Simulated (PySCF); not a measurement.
## Relaxation of singlet SiF(OH)

Computed with PBE0/[Si def2-TZVP, F def2-TZVP, O def2-TZVP, H def2-TZVP], no relativity, density fitting, PySCF. A (50,194) grid was used.

A hand-made linear (heavy-atom frame) start, of Cs symmetry, held to at least that symmetry:

Coordinates in bohr (charge 0 multiplicity 1):
```
Si   -0.0219    0.0000   -0.0928
F    -0.0219    0.0000    3.3088
O    -0.0219    0.0000   -3.4754
H     1.3678    0.0000   -4.6415
```

What forces act on the atoms at the start (eV/Å)?


| atom | Fx | Fy | Fz |
| --- | --- | --- | --- |
| Si1 | -0.49 | 0.00 | -0.05 |
| F2 | 0.21 | 0.00 | -2.18 |
| O3 | 0.18 | 0.00 | 2.51 |
| H4 | 0.11 | 0.00 | -0.28 |

What does it relax to?

It ends at Cs with O–H 0.963 Å, Si–F 1.620 Å, Si–O 1.637 Å; F–Si–O 101.5°, H–O–Si 120.2° (after a last refinement on a finer grid). A frequency run shows a minimum. Other isomers or separated fragments may lie lower.

How much energy is released, and in how many steps?

237.3 kJ/mol in 15 steps.
